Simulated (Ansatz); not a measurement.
We consider fluorite CeO2, described by PBEsol (Ansatz, a quantum-chemistry and plane-wave program, PAW).

Numerical settings: plane-wave cutoff 500 eV, 10×10×10 k mesh, gaussian smearing 0.02 eV, no spin polarisation, scalar-relativistic PAW data made under PBE.

Computed at the level's own relaxed cell.

Question: What does this level give for the equilibrium volume per atom, lattice constant a and band gap?

Answer: 
- equilibrium volume per atom = 13.11 Å³/atom
- lattice constant a = 5.398 Å
- band gap = 2.02 eV (on the SCF k mesh)

Measured, for comparison: band gap 3 eV (temperature not stated, not corrected to a static lattice, O 2p to Ce 4f, our sources range from 3.00 to 3.20; as tabulated in Tran et al. (2019), arXiv:1908.01820); equilibrium volume per atom 13.06 Å³/atom, lattice constant a 5.391 Å (0 K, extrapolated to 0 K; as tabulated in Stimac et al. (2024), arXiv:2411.06536). Computed (rounded) less measured: equilibrium volume per atom +0.4 %, lattice constant a +0.1 %.

Spin–orbit coupling is not included.

Cost on a shared machine: roughly 19 core-seconds.
